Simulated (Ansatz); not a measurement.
Relaxation of Al2H4 (6 atoms, charge 0, multiplicity 1), to a largest force component of 0.02 eV/Å in at most 50 steps.

These are results of Ansatz 0.2.0, RKS PBE-D4/def2-SVP, not measurements.

```xyz
6
Properties=species:S:1:pos:R:3
Al -0.616 -1.102 -0.101
Al 0.645 1.042 0.105
H -2.113 -1.191 0.600
H -0.017 -2.259 -0.983
H 0.372 -1.867 0.800
H 0.076 2.273 0.971
```

Where does it end, and by what steps?

The forces met the threshold. After 16 steps the energy has fallen by 1.806 eV; H5 moved furthest, 1.19 Å.

| step | energy less start (eV) | largest force component (eV/Å) | accepted |
| --- | --- | --- | --- |
| 0 | 0.0000 | 1.637 | yes |
| 1 | -0.8403 | 1.228 | yes |
| 2 | -1.3565 | 0.611 | yes |
| 3 | -1.5302 | 0.290 | yes |
| 4 | -1.5492 | 0.120 | yes |
| 5 | -1.5607 | 0.093 | yes |
| 6 | -1.5964 | 0.165 | yes |
| 7 | -1.6538 | 0.172 | yes |
| 8 | -1.7136 | 0.156 | yes |
| 9 | -1.7476 | 0.173 | yes |
| 10 | -1.7688 | 0.142 | yes |
| 11 | -1.7896 | 0.208 | yes |
| 12 | -1.7869 | 0.369 | no |
| 13 | -1.7970 | 0.143 | yes |
| 14 | -1.8049 | 0.035 | yes |
| 15 | -1.8058 | 0.026 | yes |
| 16 | -1.8060 | 0.014 | yes |

```xyz
6
Properties=species:S:1:pos:R:3
Al -0.774 -1.350 -0.179
Al 0.088 0.957 0.132
H -2.269 -1.580 0.333
H 0.103 -2.266 -1.149
H 0.218 -0.727 1.116
H 0.980 1.861 1.138
```

The run took 32 s on 1 thread of Arm Neoverse N1 (shared host), peak memory 0.097 GiB.
